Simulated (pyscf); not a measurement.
Thermochemistry of product channels of H₂B–O–SiH₃ + HCl on the singlet surface, in kcal/mol, from CCSD(T)/def2-TZVPP + ΔMP2(QZVPP) energies (ideal gas, 1 atm, RRHO with modes under 100 cm⁻¹ raised to 100, one conformer, R ln 2 for chiral ones without a mode under 150 cm⁻¹). Single points on ωB97X-D3(BJ)/def2-SVP structures (PySCF, gas phase). MP2 and CC: frozen core, UHF for open shells. ΔMP2 is the change of the MP2 total energy from the triple- to the quadruple-zeta basis.

| products | ΔE | ΔH(298 K) | ΔG(900 K) | ΔG(1200 K) |
|---|---|---|---|---|
| HO–SiH₃ + H₂B–Cl | … | +11.4 | +8.9 | … |
| H₃Si–Cl + H₂B–OH | -2.6 | -0.7 | -0.4 | +0.1 |

### Question
Some entries are withheld; supply them.

### Answer

- HO–SiH₃ + H₂B–Cl, ΔE: +10.6
- HO–SiH₃ + H₂B–Cl, ΔG(1200 K): +8.3

These are energies of the channels, which say nothing of barriers. The CCSD(T) − MP2 part came from Ansatz, without density fitting, on the same reference.
